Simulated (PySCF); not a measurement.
Saddle point of BNH$_{8}$O, closed shell (BH₃ + H₂O + NH₃ → BH₃O ([BH2][OH]) + NH₃ + H₂; bonds formed: H2–H7, H5–N8; dative contacts that become bonds: B1–O6; bonds broken: B1–H2, H5–O6, H7–N8), PBE0-D4/def2-TZVP structure:

```
atom    x (Å)    y (Å)    z (Å)
  B1  -0.8974  -0.8479  -0.3332
  H2  -0.6763   0.2719  -1.0533
  H3  -0.0692  -1.6265  -0.7633
  H4  -2.0381  -1.0638  -0.6791
  H5   0.8893   0.4469   0.9141
  O6  -0.6987  -0.5788   1.0902
  H7   0.2418   0.5555  -0.6474
  N8   1.2561   0.8792   0.0549
  H9  -1.5227  -0.3195   1.5011
 H10   1.4168   1.8708   0.1707
 H11   2.0983   0.4120  -0.2547
```

Energies are electronic, without zero-point energy. Barriers and step energies count from the start structure reached by relaxing down the imaginary mode; all methods use the PBE0-D4 structures, on which another method's saddle can fall below an end. PySCF 2.14 with density fitting (its default auxiliary sets; JK sets also for MP2 and CCSD(T)); basis: def2-TZVPP, with def2-QZVPP for the basis limit; cores frozen in the correlated methods. B3LYP uses VWN-RPA correlation. Extrapolation: Hartree–Fock as exp(−7.88 √X), correlation as X^−2.97.

```csv
method,barrier (kcal/mol),step energy (kcal/mol)
SPW92,6.87,11.47
PBE-D4,?,0.53
r2SCAN-D4,?,-0.57
PBE0-D4,12.62,0.80
B3LYP-D4,13.76,-4.07
BHLYP-D4,?,-4.33
wB97M-V,15.43,-2.46
HF,22.66,-12.59
MP2,15.73,-2.64
CCSD,17.62,-3.82
CCSD(T),16.51,-2.89
```

Question: Fill in the withheld barriers. (To be estimated.)

Answer: Computed: PBE-D4 10.32; r2SCAN-D4 11.45; BHLYP-D4 16.52 kcal/mol. Each is the energy of the saddle less that of the start structure, by the same method.

For comparison, the barrier by CCSD(T) at an estimated basis limit (MP2 extrapolated from triple and quadruple zeta, plus CCSD(T) − MP2 in triple zeta) is 15.60 kcal/mol.

No T1 diagnostic of these runs exceeds 0.012.

The step is the kind of ligand exchange by which a precursor binds to a hydroxyl group, or is hydrolysed, in atomic layer deposition of oxides.

Labels in which every atom is bracketed show which atoms are joined, not bond orders.

For scale, one of the runs: CCSD(T)/def2-TZVPP, 205 basis functions, launched by `OMP_NUM_THREADS=4 python run.py`. Hardware: 4 CPU threads of an AMD EPYC 7B13, shared host. Wall time 3.5 min; peak host memory 2.7 GiB.
